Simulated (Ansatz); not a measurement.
Reaction (SMILES): N (NH3) → NH3+ (doublet, bonded as N) + e-
B3LYP-D3(BJ)/def2-TZVP geometries, fixed; electronic energies without zero-point terms.

Basis-set convergence of the adiabatic ionisation energy at PBE with Ansatz (a first-principles code). All functions are spherical. The program fits the integrals of some runs and decomposes those of others, by size. Open shells are unrestricted. No added dispersion term, no relativity. Functions are those of the species that has most. Reference: the value in pcseg-4, 10.209 eV, itself unsure by roughly 0.004 eV (its mean distance from aug-pcseg-3, aug-cc-pVQZ, cc-pV5Z). Deviations are taken from unrounded values.

| basis | functions |
|---|---|
| pcseg-0 | 15 |
| pcseg-1 | 29 |
| aug-pcseg-1 | 50 |
| pcseg-2 | 72 |
| aug-pcseg-2 | 115 |
| pcseg-3 | 159 |
| aug-pcseg-3 | 232 |
| pcseg-4 | 284 |

Which is the smallest pcseg set listed that can be trusted to 0.1 eV here, that is, within that of the reference together with its larger relatives (same family, alike in diffuse functions; a set with none to test it counts only in the reference's own line)?

The smallest set listed that lies within 0.1 eV of the reference with all its larger relatives (same family, alike in diffuse functions; a set with none counts only in the reference's own line) is aug-pcseg-1 (50 functions, 0.027 eV off). Value minus reference: pcseg-0 -0.678, pcseg-1 -0.139, aug-pcseg-1 0.027, pcseg-2 -0.028, aug-pcseg-2 0.003, pcseg-3 -0.001, aug-pcseg-3 0.001, pcseg-4 0.000 eV.
